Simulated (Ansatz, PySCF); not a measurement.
Molecule: SiO, net charge 0, singlet state. 
Structure (B3LYP-D3(BJ)/def2-TZVP (Ansatz, a program for electronic structure) minimum search):
SMILES: [Si]=O
```xyz
2

Si     0.0000     0.0000    -0.5502
O      0.0000     0.0000     0.9629
```
Charge 0, spin multiplicity 1.

Dipole moments at this geometry, in debye (magnitudes).

| level | program | dipole (D) |
|---|---|---|
| HF/def2-TZVPD | PySCF | 3.74 |
| SVWN5/def2-TZVPD | Ansatz | 2.98 |
| TPSS/def2-TZVPD | PySCF | 2.87 |
| M06-L/def2-TZVPD | PySCF | 2.96 |
| B97M-V/def2-TZVPD | Ansatz | (withheld) |
| B3LYP/def2-TZVPD | Ansatz | 3.21 |
| PBE0/def2-TZVPD | Ansatz | 3.15 |
| BHLYP/def2-TZVPD | Ansatz | 3.48 |
| TPSSh/def2-TZVPD | PySCF | 2.98 |
| CAM-B3LYP/def2-TZVPD | Ansatz | 3.33 |
| wB97M-V/def2-TZVPD | Ansatz | 3.36 |
| wB97X-V/def2-TZVPD | Ansatz | 3.25 |
| CCSD(T)/aug-cc-pV(D+d)Z | Ansatz | (withheld) |

Question: Some entries are withheld; supply them.

Answer: 
- B97M-V/def2-TZVPD, dipole (D): 3.03
- CCSD(T)/aug-cc-pV(D+d)Z, dipole (D): 3.01
